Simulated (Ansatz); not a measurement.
A nudged elastic band was laid between two geometries of CH8Si2 (11 atoms, charge 0, multiplicity 1).

The calculation used RKS PBE/def2-SVP in Ansatz 0.2.0.

| Quantity | Value |
| --- | --- |
| movable images | 5 |
| climbing image | yes |
| spring | 5.0 eV/Å² |
| optimiser | quadratic models (default) |
| start path | through a guess of the saddle point |
| force threshold | 0.05 eV/Å |
| iteration limit | 60 |
| end points | relaxed |

Image 0:

```xyz
11
Properties=species:S:1:pos:R:3
Si -0.486 -0.028 0.717
Si 1.563 -0.969 0.029
C -1.251 1.056 -0.639
H -1.415 0.474 -1.568
H -1.426 -1.149 1.084
H -0.249 0.787 1.964
H 2.536 0.111 -0.372
H 2.188 -1.781 1.134
H 1.356 -1.872 -1.160
H -0.588 1.911 -0.881
H -2.229 1.460 -0.308
```

Image 6:

```xyz
11
Properties=species:S:1:pos:R:3
Si -1.505 0.238 1.467
Si 1.808 -0.694 -0.908
C -1.518 0.987 -0.085
H 1.439 0.587 -1.599
H -2.059 -1.131 1.702
H -0.939 0.908 2.678
H 3.105 -1.207 -1.474
H 1.980 -0.448 0.565
H 0.738 -1.725 -1.128
H -1.108 1.996 -0.249
H -1.942 0.488 -0.970
```

(1) What changes between the two ends?

(2) Give the energies along the band, and the barrier.

(3) What is the geometry of the highest image?

The band took 39 iterations and of the order of 6 core-minutes.

Results:

(1) Bonds broken: Si1–Si2, C3–H4. Bonds formed: Si2–H4. CH8Si2 becomes CH4Si + H4Si.

(2) The run converged. The highest image is number 3 of 0 to 6, 3.79 eV above the first end and 1.48 eV above the last; the last end lies 2.31 eV above the first. Neighbouring images differ by up to 3.2 eV, so the band resolves the path poorly. A vibrational analysis at the climbing image gives one clearly imaginary mode, 1195i cm⁻¹: a first-order saddle point. The orbitals stay closed-shell, which can raise the energy where a bond breaks towards radicals; this wasn't checked here.

```csv
image,path coordinate (Å),energy (eV),Si1–Si2 (Å),C3–H4 (Å),Si2–H4 (Å)
0,0.00,0.00,2.36,1.11,3.67
1,1.02,0.04,2.36,1.11,3.39
2,2.05,0.61,2.42,1.12,2.72
3,3.07,3.79,2.77,1.92,1.99
4,4.90,2.37,3.87,3.28,1.51
5,6.73,2.33,4.05,3.82,1.50
6,8.56,2.31,4.18,3.35,1.50
```

(3) 
```xyz
11
Properties=species:S:1:pos:R:3
Si -0.791 0.235 0.784
Si 1.468 -1.000 -0.230
C -1.586 1.337 -0.357
H 0.009 0.296 -0.606
H -1.366 -1.123 1.066
H 0.011 0.803 1.916
H 2.574 -0.153 -0.807
H 1.952 -1.592 1.074
H 1.157 -2.120 -1.189
H -1.201 2.361 -0.483
H -2.227 0.956 -1.168
```

Run time: 3.2 min on 2 threads of Intel(R) Xeon(R) CPU @ 2.80GHz (Skylake/Cascade Lake), on a shared host, peak memory 0.15 GiB.
